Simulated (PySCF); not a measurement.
# Atomic charges by several schemes

C4H7ClO.
Geometry (GFN2-xTB, Å), atoms numbered from 1 in this order:
```xyz
13
C4H7ClO angstrom
C      0.8792   -0.9914   -0.3654
C     -0.0062   -0.0012    0.4016
C     -1.4564   -0.0714   -0.0702
C      0.5343    1.3808    0.1863
O      0.0914    2.2566   -0.4732
Cl     2.0643    1.6349    1.0569
H      0.5097   -2.0023   -0.2144
H      1.9069   -0.9389   -0.0165
H      0.8576   -0.7692   -1.4299
H      0.0553   -0.2315    1.4695
H     -2.0711    0.6388    0.4768
H     -1.8499   -1.0716    0.0895
H     -1.5196    0.1670   -1.1287
```

Density: PBE0/pcSseg-1 (PySCF); schemes: Mulliken, IAO, Hirshfeld and ESP-fitted. Isolated species at its GFN2-xTB geometry (one conformer only).

Question: Atoms with like bonding are taken together and averaged. For which atoms does the sign change between the 4 schemes (beyond +0.03 e in one, beyond −0.03 e in another)?

Answer: C2 and H10.

Question: Do the Mulliken, IAO, Hirshfeld and ESP-fitted schemes agree on where the charge is highest?

Answer: The schemes don't all agree: Mulliken C4 (+0.306); IAO C4 (+0.371); Hirshfeld C4 (+0.194); ESP-fitted C2 (+0.481).

Question: Give the atomic charges in each scheme.

Answer: In e; atoms taken as equivalent share a row and are averaged (×n: the atom named and its like, n in all):

```tsv
atom	environment	Mulliken	IAO	Hirshfeld	ESP-fitted
C1/C3	methyl carbon	-0.207	-0.416	-0.115	-0.512
C2	sp3 carbon next to a carbonyl	-0.396	-0.145	-0.025	+0.481
C4	acyl halide carbon	+0.306	+0.371	+0.194	+0.301
O5	carbonyl oxygen	-0.288	-0.344	-0.191	-0.338
Cl6	chlorine bonded to C	-0.126	-0.113	-0.061	-0.167
H7 (×6)	methyl hydrogen	+0.127	+0.150	+0.044	+0.132
H10	methine hydrogen	+0.158	+0.162	+0.048	-0.044
```

Mean size of the charges over all atoms: ESP-fitted 0.242 e, IAO 0.221 e, Mulliken 0.188 e, Hirshfeld 0.078 e. Each set sums to the total charge, 0, to within 0.001 e. The Hirshfeld scheme divides the density at each point in proportion to the densities of the neutral, spherically averaged free atoms.

Some averages cover members that differ in this geometry: C1/C3, ESP-fitted -0.550 to -0.474; H7 (×6), ESP-fitted +0.102 to +0.143 e.

Question: Sum the charges by element, for elements with more than one atom.

Answer: 
```json
{"element": "C", "atoms": "4", "Mulliken": "-0.504", "IAO": "-0.607", "Hirshfeld": "-0.062", "ESP-fitted": "-0.241"}
{"element": "H", "atoms": "7", "Mulliken": "+0.918", "IAO": "+1.064", "Hirshfeld": "+0.314", "ESP-fitted": "+0.745"}
```

Question: How many electrons does the Mulliken scheme count on O5?

Answer: Z − q = 8 − (-0.288) = 8.288.

Question: How closely do the schemes follow one another over all atoms?

Answer: Correlation coefficient and root-mean-square difference: IAO with Hirshfeld 0.95, 0.160 e; Mulliken with IAO 0.89, 0.112 e; Mulliken with Hirshfeld 0.86, 0.134 e; IAO with ESP-fitted 0.76, 0.189 e; Hirshfeld with ESP-fitted 0.75, 0.227 e; Mulliken with ESP-fitted 0.41, 0.278 e.

These values come from a run that also computed NMR shieldings. On one thread, x86-64 server, no GPU, on a shared host, this took 12 s wall.
